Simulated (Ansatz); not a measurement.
Diamond, treated with LC-ωPBE in Ansatz (plane waves, PAW).

Run with plane-wave cutoff 460 eV, 12×12×12 k mesh, Fermi–Dirac smearing 0.01 eV, scalar-relativistic PAW data made under PBE.

Cell (relaxed at this level):

```
C
1.0
    0.00000     1.76690     1.76690
    1.76690     0.00000     1.76690
    1.76690     1.76690     0.00000
C
2
Direct
  0.00000   0.00000   0.00000
  0.25000   0.25000   0.25000
```

### Question
Predict the width of the whole s-p valence band, smallest direct gap on the k points sampled, pressure derivative B′ of the bulk modulus, band gap and bulk modulus.

### Answer

- width of the whole s-p valence band = 25.29 eV
- smallest direct gap on the k points sampled = 12.26 eV
- pressure derivative B′ of the bulk modulus = 3.4
- band gap = 10.72 eV (on the SCF k mesh) (indirect)
- bulk modulus = 494 GPa

Measured, for comparison: bulk modulus 455 GPa (0 K value with the zero-point phonon effect removed; as tabulated in Mejia-Rodriguez and Trickey (2018), arXiv:1807.09216). Computed (rounded) less measured: bulk modulus +9 %.

Computed values are for the static lattice.

It cost very roughly 3 core-minutes of CPU time.

Ansatz is a quantum-chemistry and plane-wave program.
